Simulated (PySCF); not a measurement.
Isomers of C3H3NOS, one GFN2-xTB conformer each. Single-point energies are computed at PBE0/pcSseg-1 (PySCF, gas phase, no added dispersion term), electronic only.

Question: Rank them by PBE0/pcSseg-1 energy, lowest first (kJ/mol).
A. `[OH:1][c:2]1[cH:3][n:4][s:5][cH:6]1` with H–O1–C2–C3 180°
B. `[SH:1][c:2]1[cH:3][cH:4][n:5][o:6]1` with H–S1–C2–C3 180°

Answer: A (0.0), B (89.3).

As drawn, the lower has an O–H bond, which the higher lacks; the higher has an N–O linkage and an S–H bond, which the lower lacks. GFN2-xTB itself gives, in the same order: 0.0, 85.6. Both levels put the same isomer lowest.

Question: Which frontier levels, dipoles and rotational constants go with these structures?

Answer: 
| SMILES | HOMO (eV, PBE0/pcSseg-1) | LUMO (eV) | dipole (D) | A, B, C (MHz) |
| --- | --- | --- | --- | --- |
| Oc1cnsc1 | -6.93 | -0.87 | 3.31 | 7763, 2604, 1950 |
| Sc1ccno1 | -6.93 | -0.48 | 1.97 | 9529, 2169, 1767 |
